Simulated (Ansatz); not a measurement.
Antiferromagnetic (type II) rock-salt MnS was calculated with Hartree–Fock (Ansatz, a program for electronic structure, plane waves, PAW).

Run with plane-wave cutoff 460 eV, 8×8×8 k mesh, Fermi–Dirac smearing 0.01 eV, spin-polarised with opposed moments, scalar-relativistic PAW data made under PBE.

Computed at the level's own relaxed cell.

Task: Predict the band gap, smallest direct gap on the k points sampled, Γ–Γ gap and magnetic moment (largest site, within a sphere).

Result: 
band gap: 9.93 eV (on the SCF k mesh) (indirect)
smallest direct gap on the k points sampled: 10.49 eV
Γ–Γ gap: 10.53 eV
magnetic moment (largest site, within a sphere): 4.76 μB

Moments are spin moments.

Static lattice: no zero-point or thermal effects.

Cost on a shared machine: around 5 core-hours (rough).
